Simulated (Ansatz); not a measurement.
**Correlation methods on CH₃, doublet**

Calculated in Ansatz's Gaussian-basis code; BCCD by scripts on PySCF. Basis STO-3G, 1 core orbital frozen, nonrelativistic. Perturbation and coupled-cluster methods stand on the Hartree–Fock determinant that coupled cluster favours; RHF here means ROHF, with semicanonical perturbation theory. The state met can differ between shapes. Small basis; these aren't basis-limit values. The unrestricted determinant is a mixture of spins, so it may stand for another state.

Shape A. A bond is stretched, to 1.36 times the sum of the covalent radii.

| atom | x (Å) | y (Å) | z (Å) |
| --- | --- | --- | --- |
| C | 0.0000 | 0.0000 | 0.0000 |
| H | 0.0000 | 1.4567 | 0.0000 |
| H | 0.9340 | -0.5400 | 0.0000 |
| H | -0.9340 | -0.5400 | 0.0000 |

Shape B. A bond is stretched, to 2.34 times the sum of the covalent radii.

```xyz
4

C     0.0000    0.0000    0.0000
H     0.0000    2.5033    0.0000
H     0.9340   -0.5400    0.0000
H    -0.9340   -0.5400    0.0000
```

Shape C. A bond is stretched, to 2.19 times the sum of the covalent radii.

| atom | x (Å) | y (Å) | z (Å) |
| --- | --- | --- | --- |
| C | 0.0000 | 0.0000 | 0.0000 |
| H | 0.0000 | 2.3414 | 0.0000 |
| H | 0.9340 | -0.5400 | 0.0000 |
| H | -0.9340 | -0.5400 | 0.0000 |

Correlation energy of CCSD(T), then each method's total less that of CCSD(T), in eV:

```tsv
case	E corr CCSD(T)	CCSD	BCCD	BCCD(T)	determinant
A RHF	-2.277	+0.008	+0.007	0.000	–
A UHF	-2.059	+0.008	+0.006	-0.001	⟨S²⟩ = 0.831
B UHF	-1.106	+0.013	+0.012	-0.003	⟨S²⟩ = 1.731
C UHF	-1.201	+0.018	+0.016	-0.005	⟨S²⟩ = 1.704
```

Task: Give full CI less CCSD(T). Is CCSD(T) good to 1 kcal/mol?

Result: A RHF: -0.004 eV (within); A UHF: -0.006 eV (within); B UHF: -0.032 eV (within, spin-contaminated determinant); C UHF: -0.032 eV (within, spin-contaminated determinant).

Several Brueckner solutions were met.
